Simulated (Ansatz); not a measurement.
Results of Hartree–Fock (PAW; Ansatz, an electronic-structure program) for hcp Hf.

The input as run:

Ansatz 0.2 input:
```yaml
crystal:
  lattice:
    - [1.670403797, -2.8932242456, 0.0]
    - [1.670403797, 2.8932242456, 0.0]
    - [0.0, 0.0, 5.2234424353]
  atoms:
    - { symbol: Hf, position: [0.3333333333, 0.6666666667, 0.25] }
    - { symbol: Hf, position: [0.6666666667, 0.3333333333, 0.75] }
basis:
  ecutwfc: 460
  ecutrho_ratio: 4
  xc_grid: 2
kpoints:
  mp_grid: { grid: [12, 12, 6] }
hamiltonian:
  xc: hf
  dispersion: none
  pseudopotentials: { kind: paw }
scf:
  occupations: { method: fermi_dirac, width: 0.05 }
  convergence: { dr2_threshold: 0.0000000002 }
output:
  forces: true
  stress: true
  eigenvalues: true
```

How many irreducible k-points, plane waves at Γ does the program set up, and what pressure does the run end with?

76 irreducible k-points, 1105 plane waves at Γ; P = 0.10 GPa, so the cell is compressed on average and its volume would grow at this level.

The run printed, among other lines:

```
WARN output.stress: scf.exx.energy_threshold = 1e-6 eV is looser than the 2e-8 eV advised for a stress under a hybrid functional (1e-8 eV for each atom of the …
Crystal: 2 atoms, lattice volume = 50.488 Å³
Basis set: ecut = 460 eV, 1105 PW (Γ), exchange–correlation on 48×48×80 points (8 copies of the dense FFT grid, shifted against one another)
Bands: 32, of which v1, the nominal top of the filled ones, is band 26 counted from 1 (25 counted from 0)
Symmetry: 24 space group operations
Space group: P63/mmc (ITA 194), of the structure as read, at distance tolerance 3.7e-5 Å
k-points: 76 of 864
Functional: x = pbe(κ = 0.804, μ = 0.2195149727645171), c = none, warm-up for x = 0 pbe(κ = 0.804, μ = 0.2195149727645171) + 1 exact, c = none
SCF iter   1: F=—  HF=-31206.910048 eV  |F-HF|=—  |Δ(HF+E_count)|=         —  Δρ=6.57e-3  dr2=1.52e-2
SCF iter   2: F=—  HF=-31206.907424 eV  |F-HF|=—  |Δ(HF+E_count)|=   2.62e-3  Δρ=3.17e-3  dr2=4.55e-3
  ...
SCF 1 converged in 9 iterations: F = -31206.907168 eV  dr2 = 1.62e-10
Crystal: 2 atoms, lattice volume = 50.488 Å³
Initial density: handed on by an earlier stage of this run
Functional: x = 0 pbe(κ = 0.804, μ = 0.2195149727645171) + 1 exact, c = none
  ...
Crystal: 2 atoms, lattice volume = 50.488 Å³
SCF 3 converged in 6 iterations: F = -31192.390362 eV  dr2 = 9.77e-11
Crystal: 2 atoms, lattice volume = 50.488 Å³
SCF 4 converged in 7 iterations: F = -31192.598852 eV  dr2 = 2.17e-11
Crystal: 2 atoms, lattice volume = 50.488 Å³
SCF 5 converged in 6 iterations: F = -31192.652609 eV  dr2 = 7.99e-12
Crystal: 2 atoms, lattice volume = 50.488 Å³
SCF 6 converged in 7 iterations: F = -31192.668339 eV  dr2 = 4.95e-11
Crystal: 2 atoms, lattice volume = 50.488 Å³
SCF 7 converged in 6 iterations: F = -31192.673204 eV  dr2 = 4.92e-12
Crystal: 2 atoms, lattice volume = 50.488 Å³
SCF 8 converged in 5 iterations: F = -31192.674762 eV  dr2 = 4.13e-11
Crystal: 2 atoms, lattice volume = 50.488 Å³
Crystal: 2 atoms, lattice volume = 50.488 Å³
Crystal: 2 atoms, lattice volume = 50.488 Å³
SCF iter   4: F=—  HF=-31192.675544 eV  |F-HF|=—  |Δ(HF+E_count)|=   1.07e-8  Δρ=7.68e-7  dr2=1.22e-9
SCF iter   5: F=-31192.675544 eV  HF=-31192.675544 eV  |F-HF|=5.82e-11  |Δ(HF+E_count)|=   1.64e-9  Δρ=2.90e-7  dr2=1.61e-10
SCF 11 converged in 5 iterations: F = -31192.675544 eV  dr2 = 1.61e-10
Free energy (F): -31192.675544 eV
Internal energy: -31192.675137 eV  (E = F + TS)
E sigma→0 (E₀):  -31192.675341 eV
Fermi energy:    19.969577 eV
--- Forces (eV/Å), atoms counted from 1 ---
  atom   1  Hf     0.00000000    -0.00000000     0.00000000
  atom   2  Hf    -0.00000000     0.00000000    -0.00000000
--- Stress (GPa, compression-positive) ---
        0.272583      -0.000000      -0.000000
       -0.000000       0.272583      -0.000000
       -0.000000      -0.000000      -0.235767
  P = ⅓ Tr σ = 0.1031 GPa (1.031 kbar)
```

The PAW data were made under PBE.

Note: the cell is over a tenth larger than the published one (another phase or state, or a fault of the published cell, is possible).

Computing time: about 7 core-minutes (a rough figure).
